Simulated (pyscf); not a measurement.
PySCF, gas phase, ωB97X-D3(BJ)/def2-SVP geometries.

Task: Estimate the classical barrier height and the reaction energy of F–SiH₂–F + HO–SiH₃ + HF -> F–SiH₂–O–SiH₃ + HF + HF at ωB97M-D3(BJ)/def2-TZVP. The step runs on the singlet surface, breaks F–Si, H–O, F–H and forms O–Si, F–H, F–H; take the separated reactants as zero.

Result: ΔE‡ = 29.7 kJ/mol, ΔE = +25.0 kJ/mol. Zero-point energy shifts the barrier by +6.5 kJ/mol. It is a multi-bond step, with an imaginary mode of 783i cm⁻¹. On the reactant side the descent ends in an adduct with a O–Si contact, 1.4 kJ/mol under the separated species and 24.1 kJ/mol under the saddle at ωB97X-D3(BJ)/def2-TZVP. On the product side the descent ends in a bound adduct (not fully relaxed), 54.4 kJ/mol under the separated species and 59.0 kJ/mol under the saddle at ωB97X-D3(BJ)/def2-TZVP. What is counted as formed (O–Si) is already present as a longer contact in the reactant adduct; forming that adduct is a step of its own. This is the saddle that the search found; another between the same sides may lie lower.
